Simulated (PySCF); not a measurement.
Rock-salt LiF was calculated with MP2 in PySCF (GTH pseudopotentials, Gaussian basis).

The cell has the measured lattice parameters. Conventional cell: a = 4.0262 Å, b = 4.0262 Å, c = 4.0262 Å, α = 90.00°, β = 90.00°, γ = 90.00°.

The correlation energy at a fixed k mesh 2×2×2:

```
basis  value (eV/atom)
-----  ---------------
DZ             -2.6838
TZ             -3.6770
QZ             -4.1168
```

**Question.** Taking the value to converge with the cardinal number X as X^(−3), extrapolate from the last two rows.

**Answer.** With y = y∞ + c/w and weights w = 27 and 64 for the last two rows, y∞ = (w2 y2 − w1 y1)/(w2 − w1) = (64 × -4.1168 − 27 × -3.6770)/37 = -4.4377 eV/atom, which lies 0.3209 beyond the last row. Successive pairs of rows give -4.0952, -4.4377. The limit also hangs on the law assumed, so its last digits aren't firm.

The other settings are not extrapolated, so this is the limit in one setting alone.
